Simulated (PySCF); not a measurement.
Ground-state electric properties of a mixed set of molecules.

All values: wB97X-D/def2-SVPD (PySCF) at PBE0-D3(BJ)/def2-SVP geometries, gas phase, one conformer each. Core orbitals are frozen in the response; Δα² is half the sum of the squared differences of the principal polarisabilities.

(1) Rank by dipole moment, highest first.
A. `[NH2:1][OH:2]` with H–N1–O2–H -125° and 125°
B. `[CH2:1]=[N:2][Si@@H:3]([CH3:4])[C:5]#[C:6][CH3:7]` with C1–N2–Si3–C4 124°
C. `[CH:1]#[C:2][Si:3]1([NH:4][CH3:5])[CH2:6][CH2:7]1` with C2–Si3–N4–C5 -69°
D. `[O:1]=[C:2]([Cl:3])[c:4]1[cH:5][cH:6][cH:7][o:8]1` with O1–C2–C4–C5 0°
E. `[CH3:1][CH2:2][CH2:3][c:4]1[cH:5][cH:6][n:7][cH:8][cH:9]1` with C1–C2–C3–C4 180°, C2–C3–C4–C5 89°
F. `[CH:1]#[C:2][C@@H:3]1[CH2:4][CH2:5][Si@H:6]1[NH2:7]` with C5–Si6–N7–H -160° and 46°, C2–C3–C4–C5 -151°, C3–C4–C5–Si6 26°, C4–C5–Si6–N7 -144°, C2–C3–Si6–C5 142°

(2) Rank by HOMO energy, highest first.
A. `C[Si@@H](C#CC)N=C` (C5H9NSi)
B. `NO` (H3NO)
C. `C#C[C@@H]1CC[Si@H]1N` (C5H9NSi)
D. `CCCC1=CC=NC=C1` (C8H11N)
E. `O=C(Cl)c1ccco1` (C5H3ClO2)

(3) Rank by HOMO–LUMO gap, highest first.
A. `C(C)Cc1ccncc1` (C8H11N)
B. `O=C(Cl)C1=CC=CO1` (C5H3ClO2)
C. `C=N[Si@@H](C)C#CC` (C5H9NSi)
D. `NO` (H3NO)
E. `C#C[C@@H]1CC[Si@H]1N` (C5H9NSi)

Results:

(1) D (4.29 D), E (2.90 D), F (1.87 D), C (1.30 D), B (1.04 D), A (0.60 D).

(2) C (-8.47 eV), A (-8.86 eV), D (-9.23 eV), E (-9.42 eV), B (-9.54 eV).

(3) D (12.13 eV), E (10.50 eV), A (10.25 eV), C (9.91 eV), B (8.93 eV).

All values together:

```csv
SMILES,formula,μ (D),HOMO (eV),LUMO (eV),α (Å³),Δα (Å³),electrons,α per electron (Å³),ΔSCF removal energy (eV)
C=N[Si@@H](C)C#CC,C5H9NSi,1.04,-8.86,1.05,14.17,6.40,60,0.236,9.05
O=C(Cl)c1ccco1,C5H3ClO2,4.29,-9.42,-0.50,11.84,7.82,66,0.179,9.59
CCCc1ccncc1,C8H11N,2.90,-9.23,1.02,14.80,6.99,66,0.224,9.33
NO,H3NO,0.60,-9.54,2.59,2.64,0.71,18,0.147,10.61
C#C[Si]1(NC)CC1,C5H9NSi,1.30,-8.35,1.58,13.68,4.81,60,0.228,8.49
C#C[C@@H]1CC[Si@H]1N,C5H9NSi,1.87,-8.47,2.03,13.48,5.14,60,0.225,8.63
```

Conformers: `[CH2:1]=[N:2][Si@@H:3]([CH3:4])[C:5]#[C:6][CH3:7]` with C1–N2–Si3–C4 124°; `[O:1]=[C:2]([Cl:3])[c:4]1[cH:5][cH:6][cH:7][o:8]1` with O1–C2–C4–C5 0°; `[CH3:1][CH2:2][CH2:3][c:4]1[cH:5][cH:6][n:7][cH:8][cH:9]1` with C1–C2–C3–C4 180°, C2–C3–C4–C5 89°; `[NH2:1][OH:2]` with H–N1–O2–H -125° and 125°; `[CH:1]#[C:2][Si:3]1([NH:4][CH3:5])[CH2:6][CH2:7]1` with C2–Si3–N4–C5 -69°; `[CH:1]#[C:2][C@@H:3]1[CH2:4][CH2:5][Si@H:6]1[NH2:7]` with C5–Si6–N7–H -160° and 46°, C2–C3–C4–C5 -151°, C3–C4–C5–Si6 26°, C4–C5–Si6–N7 -144°, C2–C3–Si6–C5 142°.

Problem. By how much does the ΔSCF value exceed −ε(HOMO) over the species that have both?

Solution. By 0.09 to 1.07 eV, 0.30 eV on average, over 6 species.
